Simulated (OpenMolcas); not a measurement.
# One shape, several levels: CH6BN (SMILES CBN)

Aim: a comparison of 6 runs (HF/3-21G, B3LYP/6-31G*, B3LYP/cc-pVDZ, M06-L/cc-pVDZ, PBE/cc-pVDZ, revPBE/cc-pVDZ) of CH6BN. 

Program for the calculation: OpenMolcas 26.06.

1 further run of the same task is left out (set aside as unsound or not needed).

**1. Starting point**

The species is CH6BN (9 atoms), meant as a singlet with charge 0. As SMILES, `CBN`. The coordinates come from a PBE0-D4/def2-TZVP relaxation.

Bond lengths: C1–B2 1.568 Å, B2–N3 1.392 Å, C1–H4 1.096 Å, C1–H5 1.095 Å, C1–H6 1.094 Å, B2–H7 1.202 Å, N3–H8 1.005 Å, N3–H9 1.007 Å. Some angles: C1–B2–N3 122.0°, C1–B2–H7 121.0°, N3–B2–H7 117.0°, B2–C1–H4 110.3°, B2–C1–H5 110.4°, B2–C1–H6 114.3°, B2–N3–H8 123.2°, B2–N3–H9 123.1°, H4–C1–H5 105.5°, H4–C1–H6 108.0°.

**2. Energy and gradient at HF/3-21G (run 1)**

Contents of job.inp:

```
&gateway
 baslib=$CurrDir
 basisset
 C.3-21G....
 C1 -0.665300 0.757700 -0.590300 angstrom
 End of Basis
 basisset
 B.3-21G....
 B2 0.459400 -0.282900 -0.256200 angstrom
 End of Basis
 basisset
 N.3-21G....
 N3 0.592800 -0.842800 1.010700 angstrom
 End of Basis
 basisset
 H.3-21G....
 H4 -1.291900 0.390800 -1.410600 angstrom
 H5 -0.224600 1.692200 -0.954300 angstrom
 H6 -1.319900 0.998900 0.252300 angstrom
 H7 1.248800 -0.632800 -1.092800 angstrom
 H8 1.306200 -1.511000 1.244900 angstrom
 H9 -0.016800 -0.616400 1.779200 angstrom
 End of Basis

&seward

&scf
 thresholds=1e-10 1e-07 1e-07 1e-05
 prorbitals=1 2

&alaska
```

The basis set 3-21G is read from a file made from the Basis Set Exchange's data (not shown).

The run is started by

```bash
$ export MOLCAS_MEM=1860
$ pymolcas job.inp > job.log
```

Standard output:

```text
--- Start Module: gateway ---
[...]
--- Stop Module: gateway /rc=_RC_ALL_IS_WELL_ ---
[...]
      Basis functions           39
[...]
--- Start Module: scf ---
[...]
       Convergence after  12 Iterations
[...]
::    Total SCF energy                               -119.8822910078
[...]
      Total spin, S                                     0.0000000000
[...]
      Total electronic charge=   24.000000
      Total            charge=   -0.000000
[...]
      Dipole Moment (debye):
      Origin of the operator (angstrom)=    0.1179   -0.1277    0.0944
                   X= -1.6902E-02               Y= -5.6249E-01               Z=  1.6169E+00           Total=  1.7120E+00
      Quadrupole Moment (debye*angstrom):
[...]
 *              Molecular gradients               *
 **************************************************
  Irreducible representation: a
 ------------------------------------------------------------------------------------------
                              X                       Y                       Z
 ------------------------------------------------------------------------------------------
  C1                8.37471481627494E-03   -9.02943357726960E-03    6.24673230700745E-03
  B2               -6.24558105514839E-03    1.98720749038028E-03    8.71525352691371E-03
  N3               -2.39568421361591E-03    8.14080885890123E-03   -1.73567625703601E-02
  H4               -1.40452988256068E-03   -1.11027553589105E-03   -3.27587103135984E-03
  H5                1.69371513922589E-03    2.69988610440608E-03   -1.96153503102114E-03
  H6               -2.96243319939737E-03    1.21610715430820E-03    3.44486459973514E-03
  H7                2.48178810943989E-03   -1.69843643644463E-03   -9.43988313919286E-04
  H8                3.26456207071857E-03   -3.15095153699874E-03    1.35431589237323E-03
[...]
```

Wall time 2 s (1 thread of Arm Neoverse V1, shared host); peak memory 0.37 GiB.

**3. Energy and gradient at B3LYP/6-31G(d) (spherical functions) (run 2)**

Contents of input.xyz:

```xyz
9

C     -0.665300     0.757700    -0.590300
B      0.459400    -0.282900    -0.256200
N      0.592800    -0.842800     1.010700
H     -1.291900     0.390800    -1.410600
H     -0.224600     1.692200    -0.954300
H     -1.319900     0.998900     0.252300
H      1.248800    -0.632800    -1.092800
H      1.306200    -1.511000     1.244900
H     -0.016800    -0.616400     1.779200
```

Contents of calc.inp:

```
* CH6BN Kohn-Sham DFT
>>> EXPORT MOLCAS_PRINT=2

&GATEWAY
 BasLib = $CurrDir
 Coord = input.xyz
 Basis = 6-31Gs
 Group = NoSym

&SEWARD
 GridInput
 Grid=UltraFine
 End of Grid

&SCF
 KSDFT = B3LYP
 Thresholds = 1e-10 1e-07 1e-07 1e-05
 PrOrbitals = 1

&ALASKA
```

The basis set 6-31G* is read from a file made from the Basis Set Exchange's data (not shown).

The run is started by

```bash
$ export MOLCAS_MEM=1860
$ pymolcas calc.inp > calc.log
```

Standard output:

```text
--- Start Module: gateway ---
[...]
--- Stop Module: gateway /rc=_RC_ALL_IS_WELL_ ---
[...]
      Basis functions           54
[...]
--- Start Module: scf ---
[...]
       Convergence after  13 Iterations
[...]
::    Total KS-DFT energy                            -121.3663507351
[...]
      Total spin, S                                     0.0000000000
[...]
      Total electronic charge=   24.000000
      Total            charge=   -0.000000
[...]
      Dipole Moment (debye):
      Origin of the operator (angstrom)=    0.1179   -0.1277    0.0944
                   X= -5.1417E-02               Y= -5.3816E-01               Z=  1.6283E+00           Total=  1.7157E+00
      Quadrupole Moment (debye*angstrom):
[...]
 *              Molecular gradients               *
 **************************************************
  Irreducible representation: a
 ------------------------------------------------------------------------------------------
                              X                       Y                       Z
 ------------------------------------------------------------------------------------------
  C1                1.09006513674004E-03   -1.22879021255429E-03    1.04695760499895E-03
  B2               -2.79990645561812E-03    7.53743246029670E-04    4.28224568699598E-03
  N3               -4.93858520474788E-04    5.30606238703157E-04   -3.62714146056931E-04
  H4                1.70502079195711E-03    5.98924024829084E-04    1.63424071909368E-03
  H5               -6.59221273691446E-04   -2.26430321504445E-03    6.17875817672253E-04
  H6                1.78024803363952E-03   -8.51355982396385E-04   -1.73082616395503E-03
  H7               -7.58756795817828E-05    7.50038403468656E-05   -3.12913325832831E-05
  H8               -3.31788424995239E-03    3.26979088225787E-03   -1.52038237938867E-03
[...]
```

It took 22 s on 1 thread of Arm Neoverse V1, shared host; peak memory 0.39 GiB.

Runs 3 to 5 aren't shown in full; the table further down has their settings and results.

**4. Energy and gradient at revPBE/cc-pVDZ (run 6)**

Contents of struct.xyz:

```xyz
9

C     -0.665300     0.757700    -0.590300
B      0.459400    -0.282900    -0.256200
N      0.592800    -0.842800     1.010700
H     -1.291900     0.390800    -1.410600
H     -0.224600     1.692200    -0.954300
H     -1.319900     0.998900     0.252300
H      1.248800    -0.632800    -1.092800
H      1.306200    -1.511000     1.244900
H     -0.016800    -0.616400     1.779200
```

Contents of job.inp:

```
* CH6BN Kohn-Sham DFT

&GATEWAY
 BasLib=$CurrDir
 Coord=struct.xyz
 Basis=cc-pVDZ
 Group=NoSym

&SEWARD
 GridInput
 Grid=UltraFine
 End of Grid

&SCF
 KSDFT=revPBE
 Thresholds=1e-10 1e-07 1e-07 1e-05
 PrOrbitals=1 2

&ALASKA
```

The basis set cc-pVDZ is read from a file made from the Basis Set Exchange's data (not shown).

The run is started by

```bash
$ export MOLCAS_MEM=1860
$ pymolcas job.inp > job.log
```

Standard output:

```text
--- Start Module: gateway ---
[...]
--- Stop Module: gateway /rc=_RC_ALL_IS_WELL_ ---
[...]
      Basis functions           72
[...]
--- Start Module: scf ---
[...]
       Convergence after  14 Iterations
[...]
::    Total KS-DFT energy                            -121.3288310622
[...]
      Total spin, S                                     0.0000000000
[...]
      Total electronic charge=   24.000000
      Total            charge=   -0.000000
[...]
      Dipole Moment (debye):
      Origin of the operator (angstrom)=    0.1179   -0.1277    0.0944
                   X= -7.5300E-02               Y= -5.4672E-01               Z=  1.7075E+00           Total=  1.7945E+00
      Quadrupole Moment (debye*angstrom):
[...]
 *              Molecular gradients               *
 **************************************************
  Irreducible representation: a
 ------------------------------------------------------------------------------------------
                              X                       Y                       Z
 ------------------------------------------------------------------------------------------
  C1               -2.60817067257424E-03    2.81749086969008E-03   -1.88630833325254E-03
  B2                1.10930184889790E-03   -2.31753590971628E-03    3.92259694115271E-03
  N3               -4.38681290931386E-04   -3.71871438557658E-04    2.04212121695413E-03
  H4                6.47857616706116E-03    3.31934070508588E-03    8.45440047563262E-03
  H5               -4.12902096317347E-03   -9.59985692404430E-03    3.91599816286248E-03
  H6                7.03065687730886E-03   -2.87304552030654E-03   -8.23056981292769E-03
  H7               -5.98217076590801E-03    2.73582246491166E-03    6.10530573267942E-03
  H8               -9.11126686794583E-03    8.82293410403845E-03   -3.77905649406496E-03
[...]
```

It took 30 s on 1 thread of Arm Neoverse V1, shared host; peak memory 0.42 GiB.

**5. Overview of the runs**

| run | level | integration grid | energy (Eh) | dipole moment (D) | HOMO energy (eV) | LUMO energy (eV) | wall time |
| --- | --- | --- | --- | --- | --- | --- | --- |
| 1 | HF/3-21G | – | -119.882291 | 1.71 | -11.49 | 5.35 | 2 s |
| 2 | B3LYP/6-31G* (spherical functions) | UltraFine | -121.366351 | 1.72 | -7.66 | 1.21 | 22 s |
| 3 | B3LYP/cc-pVDZ | UltraFine | -121.376817 | 1.74 | -7.82 | 0.95 | 30 s |
| 4 | M06-L/cc-pVDZ | UltraFine | -121.356107 | 1.72 | -6.96 | 0.60 | 42 s |
| 5 | PBE/cc-pVDZ | UltraFine | -121.190265 | 1.80 | -6.69 | 0.14 | 31 s |
| 6 | revPBE/cc-pVDZ | UltraFine | -121.328831 | 1.79 | -6.65 | 0.23 | 30 s |

**6. Results**

| quantity | value |
| --- | --- |
| run 6: total energy | -121.32883 Eh |
| run 6: dipole moment | 1.79 D |
| run 6: HOMO energy | -6.65 eV |
| run 6: LUMO energy | 0.23 eV |
| run 6: HOMO–LUMO gap | 6.88 eV |
| run 6: largest force on an atom | 0.682 eV/Å |

**Reading.** The dipole moment (its size) runs from 1.71 D (HF/3-21G) to 1.80 D (PBE/cc-pVDZ). The two ends differ in method and basis. The HOMO–LUMO gap runs from 6.84 eV (PBE/cc-pVDZ) to 16.84 eV (HF/3-21G). Totals of different functionals can't be ranked against each other. All runs together took 2.6 min, the longest 42 s.
